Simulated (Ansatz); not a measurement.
# SiAsH$_{3}$ (H-bridged), singlet: vertical spin and charge gaps

Geometry (PBE0/def2-TZVP stationary point for this spin, not checked as a minimum):

```yaml
atoms:
  - { symbol: Si, position_ang: [-0.0418, 0.0000, 1.5269] }
  - { symbol: As, position_ang: [-0.0034, 0.0000, -0.6438] }
  - { symbol: H, position_ang: [1.2924, 0.0000, 0.4670] }
  - { symbol: H, position_ang: [0.0615, 1.1927, 2.4197] }
  - { symbol: H, position_ang: [0.0615, -1.1927, 2.4197] }
```

Basis cc-pVTZ; Ansatz 0.2.0. Only valence electrons are correlated (noble-gas cores and the filled d shells of p-block atoms frozen). R marks a restricted (for open shells ROHF) determinant, U an unrestricted one. Active spaces: valence = (12e, 11o) chosen from the atoms' valence shells. No spin–orbit coupling is included, and no scalar relativity.

Gaps are energies of the second state less the first, at fixed atoms, for a selection of the levels run; each method lands on the state that its own search finds for that charge and spin.

Task: PBE gives 7.754 eV for removing an electron, to the doublet. Estimate what UCCSDT(Q) gives in cc-pVTZ.

Result: UCCSDT(Q) in cc-pVTZ gives 7.775 eV, so against it PBE is off by -0.021 eV, of which a good part can be the reference's own basis and frozen-core error.

```
                 level  gap (eV)  error (meV)
                   UHF     6.736        -1039
                  UMP2     7.772           -3
                 UCCSD     7.695          -80
              UCCSD(T)     7.773           -2
               BCCD(T)     7.777            2
                UCCSDT     7.767           -8
CASSCF (valence space)     6.784         -991
NEVPT2 (valence space)     7.657         -118
                r2SCAN     7.761          -14
                  PBE0     7.761          -14
                 B3LYP     7.805           30
               wB97M-V     7.754          -21
                B2PLYP     7.745          -30
               RPA-PBE     8.014          239
```

Task: PBE gives 1.094 eV for triplet less singlet. Estimate what UCCSDT(Q) gives in cc-pVTZ.

Result: UCCSDT(Q) in cc-pVTZ gives 1.303 eV, so against it PBE is off by -0.209 eV, of which a good part can be the reference's own basis and frozen-core error.

```tsv
level	gap (eV)	error (meV)
UHF	0.933	-370
UMP2	1.398	95
UCCSD	1.290	-13
UCCSD(T)	1.311	8
CASSCF (valence space)	1.415	112
PBE0	1.103	-200
B3LYP	1.222	-81
B2PLYP	1.292	-11
RPA-PBE	1.317	14
```

Functionals correlate the shells that the reference freezes, so part of their error here is the reference's.

Full CI isn't at hand for all of this; UCCSDT(Q) serves as the reference, and is uncertain by about the last step of the cluster series. The frozen core follows each run's orbitals, which can shift R against U totals by a few meV for light atoms and by up to 0.1 eV past Ca.
